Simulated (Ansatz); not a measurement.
Reaction (isomerisation): `C=C=COC` → `CC1=COC1`

Program: Ansatz. Geometries: PBE0-D4/def2-TZVP. ΔE: electronic, gas phase. CCSD(T)/CBS adds triple-zeta CCSD(T) − MP2 to the extrapolated MP2 energy (def2 sets, frozen cores). Functionals use def2-TZVPP. One conformer a species, not always the lowest.

```json
{"level": "PBE-D4", "ΔE (kJ/mol)": "-37.2"}
{"level": "CCSD/def2-TZVPP", "ΔE (kJ/mol)": "-36.1"}
{"level": "HF/def2-QZVPP", "ΔE (kJ/mol)": "-20.1"}
{"level": "HF/CBS(def2)", "ΔE (kJ/mol)": "-20.1"}
```

What does CCSD(T)/CBS give? (An estimate is asked.)

Ansatz gave: -37.3 kJ/mol. The listed levels differ from it by 0.1, 1.2, 17.2, 17.2 kJ/mol.

Largest T1 diagnostic among the species: 0.013.

From PBE to PBE0 (25 % exact exchange), in def2-TZVPP and without D4, ΔE moves by −8.4 kJ/mol. In def2-TZVPP, CCSD(T) changes the Hartree–Fock value by −16.4 kJ/mol (the triples alone add −0.3 kJ/mol) and MP2 by −27.4 kJ/mol.
